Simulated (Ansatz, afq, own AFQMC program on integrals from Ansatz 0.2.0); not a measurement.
# BeS⁺, doublet → BeS⁺, quartet, worked out

| atom | x (Å) | y (Å) | z (Å) |
| --- | --- | --- | --- |
| S | 0.0000 | 0.0000 | 0.0000 |
| Be | 0.0000 | 0.0000 | 1.8425 |

Both states at this geometry.

Basis cc-pVDZ. Only valence electrons are correlated. Integrals, coupled cluster, full CI and functionals: Ansatz 0.2.0; the random walks run on the same integrals in our own AFQMC program. ph-AFQMC/CISD is guided by a CISD state made of CCSD amplitudes; releasing the constraint for a short imaginary time cuts its bias at the price of noise, slowly where states lie close. Error bars are statistical, one sigma.

Total energies in eV. CBS is CCSD(T) at the limit of def2-TZVPP/QZVPP (extrapolated itself); the highest rung of each member is named.

Cautions: BeS⁺ (quartet): another spin lies lower, the ph-AFQMC/CISD walk drifts between its halves (2.1 errors); core correlation is missing, and it shifts such a gap most where an s electron is promoted.

```csv
member,count,CCSD(T)/cc-pVDZ,highest rung in cc-pVDZ,which,CCSD(T)/CBS
"BeS⁺, quartet",+1,-11208.9843,-11209.0046,FCI,-11211.1205
"BeS⁺, doublet",-1,-11210.8338,-11210.8665,CCSDT(Q),-11213.3316
```

Q: Work out the best estimate of the vertical spin gap: the CCSD(T)/CBS difference plus the step from CCSD(T) to the highest rung.

A: Sums with the counts: CCSD(T)/CBS 2.2111 eV, highest rung 1.8619 eV, CCSD(T)/cc-pVDZ 1.8495 eV. The step is 1.8619 − 1.8495 = 0.0124 eV, so the best estimate is 2.2111 + (0.0124) = 2.2235 eV = 51.3 kcal/mol. The basis set is worth 0.362 eV of it. Zero-point, core-correlation and spin–orbit terms aren't in it. Past Ne the Hartree–Fock part of each CBS total tends to overshoot, since the cores don't follow the formula; that largely cancels in the difference.

Best estimates are given only where the step beyond CCSD(T) is under 0.3 eV and no member's determinant is very poor (T1 over 0.05, or 0.07 for open shells, ⟨S²⟩ too high by 0.3, two states mixed), so the hardest cases are missing from such tables.

CCSDT and higher add their correlation energy to the determinant of the CCSD(T) run, since their own runs factorise the integrals more tightly (a shift of under 2 meV). Each member of a difference takes its own highest rung, so a best estimate needn't equal the limit plus the step of one row.
